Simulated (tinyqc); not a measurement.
Orbital energy against energy difference: ionisation energy by orbital energies and by energy differences in the cc-pvdz basis, for H2O, spin multiplicity 1. Computed by the program tinyqc with PySCF. 

Geometry (angstrom):

| atom | x | y | z |
|---|---|---|---|
| O | 0.0000 | 0.0000 | 0.0000 |
| H | 0.0000 | 0.6720 | 0.6190 |
| H | 0.0000 | -0.6720 | 0.6190 |

CCSD(T) difference in the same basis = 12.2270 eV

IP-EOM-CCSD = 12.0715 eV

The cation is unrestricted; errors are against CCSD(T) in this basis, not against experiment.

First vertical ionisation energy (eV):

| method | -e(HOMO) | E(cation) - E | error of -e(HOMO) | error of the difference |
|---|---|---|---|---|
| HF | 13.601 | 11.02247 | 1.374 | -1.204 |
| LDA | 6.388 | 12.91478 | -5.839 | 0.688 |
| PBE | 6.285 | 12.55840 | -5.942 | 0.331 |
| B3LYP | 8.008 | 12.59565 | -4.219 | 0.369 |
| PBE0 | 8.379 | 12.47764 | -3.848 | 0.251 |
| CAM-B3LYP | 9.906 | 12.59079 | -2.321 | 0.364 |
| LC-wPBE | 11.377 | 12.63951 | -0.850 | 0.413 |

Koopmans errs by +1.37 eV and Delta-HF by -1.20 eV: relaxation, 2.58 eV, lowers the value and the missing correlation difference works against it. The PBE level is off by -5.9 eV through the wrong tail of its potential, though its energy difference is off by +0.33 eV; exact exchange deepens the level, and among the orbital energies LC-wPBE comes closest; among the differences PBE0 does.
